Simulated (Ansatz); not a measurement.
C$_{2}$H$_{4}$FNO (`NC1(F)CO1`). The species carries charge 0 and has multiplicity 1.

| atom | x (Å) | y (Å) | z (Å) |
| --- | --- | --- | --- |
| N1 | 1.352 | -0.129 | 0.436 |
| C2 | 0.141 | 0.453 | 0.034 |
| F3 | 0.394 | 1.638 | -0.574 |
| C4 | -1.122 | -0.192 | -0.307 |
| O5 | -0.866 | 0.469 | 0.960 |
| H6 | 1.959 | -0.327 | -0.347 |
| H7 | 1.195 | -0.961 | 0.986 |
| H8 | -1.220 | -1.273 | -0.242 |
| H9 | -1.832 | 0.323 | -0.947 |

(1) What are the harmonic wavenumbers in cm⁻¹ at PBE0-D4/def2-TZVP (Ansatz, finite differences of forces, unscaled)? (Estimate.)

(2) Is this a minimum?

(3) Give the ideal-gas thermochemistry at 298.15 K and 1 bar (rigid rotor, harmonic oscillator; point group C1, symmetry number 1).

(4) And at 400, 500, 600, 800 and 1000 K?

Answers

(1) The calculation gave: 213, 355, 458, 488, 551, 736, 794, 904, 929, 1050, 1115, 1120, 1207, 1332, 1435, 1543, 1642, 3113, 3211, 3567, 3665.

(2) Yes, all 21 modes are real.

(3) Zero-point energy 176.0 kJ/mol; H(298) − E = 191.1 kJ/mol; entropy 293.2 J/(mol·K), of which translation 163.0, rotation 104.2, vibration 25.9; G(298) − E = 103.7 kJ/mol.

(4) 
| T (K) | H − E (kJ/mol) | S (J/mol/K) | G − E (kJ/mol) |
| --- | --- | --- | --- |
| 400 | 200.2 | 319.2 | 72.5 |
| 500 | 210.9 | 343.0 | 39.4 |
| 600 | 223.0 | 365.1 | 3.9 |
| 800 | 250.5 | 404.5 | -73.1 |
| 1000 | 281.1 | 438.6 | -157.5 |
